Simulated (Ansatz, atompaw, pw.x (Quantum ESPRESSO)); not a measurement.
## What a changed setting does to a pw.x run (fcc Mg)

Potential: PAW, atompaw 4.2.0.5, PBEsol; core [Ne], reference 3s1.75 3p0.25; waves: 3s (bound): rc 2.90 bohr; 3s channel at 1.3 Ry: rc 2.90 bohr; 3p (bound): rc 2.90 bohr; 3p channel at 3.8 Ry: rc 2.90 bohr; local part: vpsmatchnc scheme with l = 2 at -0.5 Ry, radius 2.80 bohr; core correction: smooth core density matched at 1.50 bohr; augmentation: sinc compensation charge, radius 2.50 bohr; PAW radius 2.90 bohr; waves and projectors: custom rrkj gramschmidtortho.

The reference run (k-mesh 13³, cutoffs 40/400 Ry, Fermi–Dirac 0.01 Ry, mixing_beta 0.4, conv_thr 1e-9, no spin) gives -0.11 GPa at 22.729 Å³/atom, where all-electron LAPW gives -0.03 GPa. This run, with its own iteration cap, changes degauss to 0.02.

```
&control
  calculation='scf', prefix='x', pseudo_dir='./', outdir='./tmp', tstress=.true., disk_io='none'
/
&system
  ibrav=0, nat=1, ntyp=1, ecutwfc=40, ecutrho=400, nbnd=8,
  occupations='smearing', smearing='fd', degauss=0.02
/
&electrons
  conv_thr=1e-09, mixing_beta=0.4, electron_maxstep=60
/
ATOMIC_SPECIES
Mg 1.0 Mg.UPF
CELL_PARAMETERS angstrom
  0.00000000 2.24827852 2.24827852
  2.24827852 0.00000000 2.24827852
  2.24827852 2.24827852 0.00000000
ATOMIC_POSITIONS crystal
Mg 0.0000 0.0000 0.0000
K_POINTS automatic
13 13 13 0 0 0
```

```bash
pw.x < Mg.scf.in > Mg.scf.out
```

Problem. How does the run end?

Solution. It converges in 6 iterations; the free energy moves by -40.9 meV/atom and the pressure by +0.18 GPa. In a metal, with Fermi–Dirac smearing, F lies below its zero-width value by a term in the square of the width.

```
Message from routine setup:
     using ibrav=0 with symmetry is DISCOURAGED, use correct ibrav instead
     lattice parameter (alat)  =       6.0085  a.u.
     unit-cell volume          =     153.3829 (a.u.)^3
     number of electrons       =         2.00
     number of Kohn-Sham states=            8
     kinetic-energy cutoff     =      40.0000  Ry
     charge density cutoff     =     400.0000  Ry
     scf convergence threshold =      1.0E-09
     Exchange-correlation= SLA PW PSX PSC
     number of k points=    84  Fermi-Dirac smearing, width (Ry)=  0.0200
     iteration #  1     ecut=    40.00 Ry     beta= 0.40
     negative rho (up, down):  3.439E-06 0.000E+00
     total energy              =     -32.72813100 Ry
     estimated scf accuracy    <       0.00352202 Ry
     iteration #  2     ecut=    40.00 Ry     beta= 0.40
     negative rho (up, down):  1.397E-03 0.000E+00
     total energy              =     -32.72730958 Ry
     estimated scf accuracy    <       0.00123827 Ry
     iteration #  3     ecut=    40.00 Ry     beta= 0.40
     negative rho (up, down):  1.318E-03 0.000E+00
     total energy              =     -32.72732295 Ry
     estimated scf accuracy    <       0.00000078 Ry
     iteration #  4     ecut=    40.00 Ry     beta= 0.40
     negative rho (up, down):  1.326E-03 0.000E+00
     total energy              =     -32.72732321 Ry
     estimated scf accuracy    <       0.00000016 Ry
     iteration #  5     ecut=    40.00 Ry     beta= 0.40
     negative rho (up, down):  1.307E-03 0.000E+00
     total energy              =     -32.72732321 Ry
     estimated scf accuracy    <          2.3E-09 Ry
     iteration #  6     ecut=    40.00 Ry     beta= 0.40
     negative rho (up, down):  1.302E-03 0.000E+00
     the Fermi energy is     3.6270 ev
!    total energy              =     -32.72732321 Ry
     estimated scf accuracy    <          8.3E-11 Ry
     smearing contrib. (-TS)   =      -0.00797432 Ry
     The total energy is F=E-TS. E is the sum of the following terms:
     one-electron contribution =       1.43729215 Ry
     hartree contribution      =       0.00529884 Ry
     xc contribution           =      -2.68342579 Ry
     ewald contribution        =      -2.15827755 Ry
     one-center paw contrib.   =     -29.32023655 Ry
     convergence has been achieved in   6 iterations
     negative rho (up, down):  1.302E-03 0.000E+00
          total   stress  (Ry/bohr**3)                   (kbar)     P=        0.75
     Message from routine punch:
     Nothing written, as per user request (disk_io='none')
```

The run took about 3.2 s on one core of a shared host (AMD EPYC 9R45 96-Core Processor, 96 threads, 376 GiB, load 66).
